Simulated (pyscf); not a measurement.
Structures and frequencies: ωB97X-D3(BJ)/def2-SVP in PySCF.

Estimate by transition-state theory the rate constant of O=As–SiH₃ (SMILES O=[As][SiH3]) + H₂ (SMILES [H][H]) → O=AsH (SMILES O=[AsH]) + SiH₄ (SMILES [SiH4]) (singlet surface; As–Si, H–H broken, As–H, H–Si formed) at 900 K, with ωB97M-D3(BJ)/def2-TZVP energies (ideal gas, 1 atm, RRHO with modes under 100 cm⁻¹ raised to 100, one conformer, R ln 2 for chiral ones without a mode under 150 cm⁻¹; no tunnelling).

The electronic barrier is 24.1 kcal/mol and the thermal terms add +27.7, so ΔG‡ = 51.9 kcal/mol. With k_BT/h = 1.88e+13 s⁻¹ and RT = 1.788 kcal/mol, and a volume of 1.23e-19 cm³ per molecule at 1 atm, k = 5.8e-19 cm³ molecule⁻¹ s⁻¹. Wigner's tunnelling factor for 1393i cm⁻¹ would be 1.21. A shift of 1 kcal/mol in the barrier changes k by a factor 1.7. O=As–SiH₃ lies 42.3 kcal/mol over its isomer HO–SiH=AsH (electronic energy, ωB97M-D3(BJ)/def2-TZVP). O=AsH lies 7.5 kcal/mol over its isomer HO–As: [triplet] (electronic energy, ωB97M-D3(BJ)/def2-TZVP). This is the saddle that the search found; another between the same sides may lie lower. Elements up to Kr have no core potential and no relativistic terms here.
